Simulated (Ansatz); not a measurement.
# CHSi₂ (doublet): wave-function methods side by side at a displaced geometry (v2), cc-pVDZ

An exercise on one series of results from a longer session: the logs are not shown, and one member is left open.

The runs use Ansatz 0.2.0, Gaussian basis; cc-pVDZ, core rule «outside noble gas», up to 11 orbitals frozen.

To be run: UHF; CCSD(T) on ROHF; CCSD(T) on UHF; BCCD(T) on ROHF; CISD; CCSDT(Q) on ROHF; CCSDT(Q) on UHF; CASSCF and MRCISD+Q, 9 electrons in 9 orbitals; CASSCF and NEVPT2, 9 electrons in 9 orbitals.

21 further runs of the same task are left out: 7 that didn't finish, 14 set aside as unsound or not needed.

### The system

The geometry is a PBE0/def2-TZVP stationary point (not a proven minimum) with its atoms shifted at random (size 0.100 Å).

4 atoms, charge 0, spin multiplicity 2.

Atoms are counted from 1 here; the program's logs count them from 0.

Bond lengths: C1–Si2 1.794 Å, C1–Si3 1.755 Å, C1–H4 1.165 Å, Si2–Si3 2.437 Å. Angles: Si2–C1–Si3 86.7°, Si2–C1–H4 135.4°, Si3–C1–H4 137.3°, C1–Si2–Si3 46.0°, C1–Si3–Si2 47.3°.

Set-up of the first run:

in.yaml reads:

```yaml
crystal:
  periodic: [false, false, false]
  atoms:
    - {symbol: C, position_ang: [0.102825, -1.025785, -0.006407]}
    - {symbol: Si, position_ang: [-0.062049, 0.274856, 1.218894]}
    - {symbol: Si, position_ang: [0.014571, 0.242432, -1.216700]}
    - {symbol: H, position_ang: [0.097680, -2.190485, 0.015221]}
basis:
  gaussian: {orbitals: cc-pVDZ}
magnetization: {spin_polarized: true, initial_magnetization: 1}
hamiltonian: {xc: hf}
output: {orbitals: {seedname: orbitals}}
```

The run is started by

```
$ ansatz run in.yaml --threads 1 --pin off --events-out ev --progress --plain --max-ram 2393MiB
```

Steps of the session up to this table: UHF; CCSD(T) on ROHF; CCSD(T) on UHF; BCCD(T) on ROHF; CISD; CCSDT(Q) on ROHF; CCSDT(Q) on UHF; CASSCF and MRCISD+Q, 9 electrons in 9 orbitals; CASSCF and NEVPT2, 9 electrons in 9 orbitals.

One of the session's tables, all rows but one given; the rest of the session is left out.

| method | from UCCSDT(Q) (meV) |
| --- | --- |
| ROHF | +9178.0 |
| UHF | +9017.9 |
| RMP2 | +1330.5 |
| UMP2 | +1390.9 |
| CISD | +1545.2 |
| RCCSD | +520.5 |
| UCCSD | ? |
| RCCSD(T) | +73.3 |
| UCCSD(T) | +75.0 |
| BCCD(T) | +69.7 |
| RCCSDT | +43.4 |
| UCCSDT | +42.2 |
| RCCSDT(Q) | +2.0 |
| UCCSDT(Q) | 0 |

Estimate the missing values for UCCSD.

The run gave: from UCCSDT(Q) (meV): +514.2. In the column «from UCCSDT(Q) (meV)» it lies between UCCSD(T) (+75.0) and RCCSD (+520.5).

Left out of the table: CASSCF frontier, NEVPT2 frontier, MRCISD frontier, MRCISD+Q frontier (the active space lost an orbital or holds another state than full CI finds).

To keep in mind: Restricted and unrestricted rows rest on different reference determinants; where their highest levels disagree by more than a few hundredths of an eV, they describe different states and don't form one ladder. Warnings in the runs' records: passed over end.
